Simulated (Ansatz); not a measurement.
**hcp Mg**

Level of theory: r²SCAN (plane waves, PAW; Ansatz, a program for electronic structure).

Settings: plane-wave cutoff 500 eV, 18×12×1 k mesh (along the axes of the cell as run), Fermi–Dirac smearing 0.1 eV, scalar-relativistic PAW data made under PBE.

Cell: relaxed at this level.

```
Quantity                               Result
----------------------------------  ---------
surface energy of the (10-10) face  0.69 J/m²
work function of the (10-10) face     3.62 eV
```

The slab of 10 atoms is relaxed and unreconstructed.

The computed numbers hold no vibrational or temperature effects.
